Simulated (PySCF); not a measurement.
Functional dependence of a UV spectrum

Compound: PF₃.
SMILES: `FP(F)F`

Linear-response calculations in the def2-SVPD basis (PySCF; singlets by full response, triplets Tamm–Dancoff, core orbitals frozen in the response; HF means time-dependent Hartree–Fock). 'Strongest' is the level of largest summed f among the singlets computed (10 roots, of which the last may lack a degenerate partner); it can jump between rows when another state enters that window. S1 is the lowest singlet of each run and needn't be the same state throughout; f(S1) is that of one state. Isolated species at its PBE0-D3(BJ)/def2-SVP geometry, gas phase.

```
functional                               kind  S1 (eV)  f(S1)  strongest (eV)  T1 (eV)  HOMO (eV)  gap (eV)  ionisation energy, ΔSCF (eV)
       LDA                                LDA     7.72  0.147            7.72     5.94      -8.28      6.54                         12.29
       PBE                                GGA     7.71  0.147            7.71     5.73      -8.12      6.60                         12.02
     B3LYP  global hybrid, 20% exact exchange     8.01  0.174            8.01     5.92      -9.38      8.54                         12.42
        HF                       Hartree–Fock     8.71  0.252            8.71     5.66     -13.02     15.86                   not settled
```

S1 runs from 7.71 eV (PBE) to 8.71 eV (HF), a spread of 1.00 eV, while the orbital gap spreads over 9.3 eV. Along PBE (0%), B3LYP (20%), HF (100%) S1 rises with the share of exact exchange. −ε(HOMO) comes closest to its own ΔSCF ionisation energy with B3LYP (-3.04 eV) and misses most with LDA (-4.01 eV). 'Not settled' means that the ion's SCF failed to converge or may have ended in another state than the lowest.
